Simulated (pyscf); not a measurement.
PySCF, gas phase, ωB97X-D3(BJ)/def2-SVP geometries. Correlated levels are frozen-core, on RHF or UHF. ΔMP2 is the change of the MP2 total energy from the triple- to the quadruple-zeta basis.

Q: HC≡CH (SMILES C#C) → :C=CH₂ (SMILES [C]=C) [singlet]
Surface: singlet. Broken: C–H. Formed: C–H. Give ΔE‡ and ΔE from MP2/def2-QZVPP, relative to the reactant's lowest minimum found.

A: ΔE‡ = 211.0 kJ/mol, ΔE = +220.4 kJ/mol. CCSD(T)/def2-TZVPP + ΔMP2(QZVPP) gives 197.8 kJ/mol and +187.5 kJ/mol. Zero-point energy shifts the barrier by -15.4 kJ/mol. It is a hydrogen shift, with an imaginary mode of 906i cm⁻¹. At MP2 this geometry lies under the product side: in single points on another level's saddle the reverse barrier vanishes, and the forward threshold there is about the reaction energy. One saddle was located; it need not be the lowest between these sides. The CCSD(T) − MP2 part came from Ansatz, without density fitting, on the same reference.
